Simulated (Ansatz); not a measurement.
Relaxation of CH₅BO (8 atoms, charge 0, multiplicity 1), to a largest force component of 0.03 eV/Å in at most 50 steps.

Level of theory: RKS B3LYP-D4/def2-SVP (Ansatz).

```xyz
8
Properties=species:S:1:pos:R:3:forces:R:3
B -0.838 -0.661 0.493 0.07 -0.03 0.05
H 1.341 0.126 1.075 0.13 0.03 -0.69
O 1.601 0.186 0.125 -0.23 -0.06 0.68
H 1.912 -0.716 -0.044 -0.01 0.01 -0.01
C -1.462 -0.095 -0.794 0.04 0.02 0.01
H -2.435 -0.569 -1.013 -0.01 -0.01 0.03
H -1.624 0.987 -0.622 0.00 0.03 -0.03
H -0.781 -0.210 -1.654 0.01 0.01 -0.04
```

Q: Where does it end, and by what steps?

A: The forces met the threshold. The force dipped under the threshold on the way, but the program's further checks kept it going. After 10 steps the energy has fallen by 0.027 eV; H7 moved furthest, 0.32 Å.

| step | energy less start (eV) | largest force component (eV/Å) | accepted |
| --- | --- | --- | --- |
| 0 | 0.0000 | 0.691 | yes |
| 1 | -0.0069 | 0.471 | yes |
| 2 | -0.0098 | 0.676 | yes |
| 3 | 0.0366 | 0.884 | no |
| 4 | -0.0153 | 0.630 | yes |
| 5 | -0.0255 | 0.049 | yes |
| 6 | -0.0250 | 0.146 | no |
| 7 | -0.0262 | 0.011 | yes |
| 8 | -0.0266 | 0.043 | yes |
| 9 | -0.0268 | 0.031 | yes |
| 10 | -0.0269 | 0.011 | yes |

```xyz
8
Properties=species:S:1:pos:R:3
B -0.750 -0.753 0.454
H 1.198 -0.062 1.115
O 1.418 0.277 0.226
H 1.900 -0.470 -0.162
C -1.398 -0.110 -0.788
H -2.461 -0.401 -0.858
H -1.321 0.990 -0.711
H -0.873 -0.425 -1.709
```

Run time: 23 s on 1 thread of Arm Neoverse V1, on a shared host, peak memory 0.13 GiB.
